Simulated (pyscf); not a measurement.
`[CH]#[CH]` + `[NH2]` [doublet] → `[CH]=[CH][NH2]` [doublet], an addition (doublet surface; none broken, C–N formed). Single points on ωB97X-D3(BJ)/def2-SVP structures (PySCF, gas phase). Correlated levels are frozen-core, on RHF or UHF. ΔMP2 is the change of the MP2 total energy from the triple- to the quadruple-zeta basis. Energies in kcal/mol from the separated reactants.

AM1 to PM7: differences of heats of formation from MOPAC, which are fitted to 298 K values and so differ in kind from electronic energies by zero-point and thermal terms. Open shells are spin-unrestricted. 

Q: In single points AM1 puts the saddle at 13.8 kcal/mol and the reaction energy at -33.2 kcal/mol. Should these be trusted to within a few kcal/mol? Compare with CCSD(T)/def2-TZVPP + ΔMP2(QZVPP).

A: CCSD(T)/def2-TZVPP + ΔMP2(QZVPP) gives ΔE‡ = 5.5 kcal/mol and ΔE = -28.1 kcal/mol. AM1 lies 8.3 kcal/mol over it in the barrier and 5.1 kcal/mol under it in the reaction energy, so on this step it does not hold to within 3.0 kcal/mol. CCSD(T)/def2-TZVPP + ΔMP2(QZVPP) has limits of its own. On the product side the descent ends in a point that may be a rotor saddle (no frequency run), 1.3 kcal/mol over the lowest minimum found and 35.5 kcal/mol under the saddle at ωB97X-D3(BJ)/def2-TZVP. At ωB97X-D3(BJ)/def2-TZVP the barrier from the zero used here is 3.3 kcal/mol. This is the saddle that the search found; another between the same sides may lie lower. The CCSD(T) − MP2 part came from Ansatz, without density fitting, on the same reference. A UHF reference is spin-contaminated (<S²> up to 1.01), which harms MP2 most.
